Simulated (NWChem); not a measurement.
A calculation on CS

```xyz
2

C      0.0000     0.0000     1.1192
S      0.0000     0.0000    -0.4197
```
Charge 0, spin multiplicity 1.

The numbers come from NWChem runs, not from measurements. All single points use one geometry, from B3LYP/def2-SVP, a minimum by its harmonic frequencies.

Symmetry labels belong to the abelian group C2v used in the runs, with the axes of the coordinates shown; states degenerate in a higher group split over its labels.

The structure started from a generated list of species.

**Question.** List the lowest 3 singlet excitations that TD-PBE/aug-cc-pVDZ gives, with oscillator strengths.

**Answer.** 
```
state  symmetry  energy (eV)  wavelength (nm)      f
-----  --------  -----------  ---------------  -----
1            b1         4.81              258  0.006
2            b2         4.81              258  0.006
3            a2         5.58              222  0.000
```
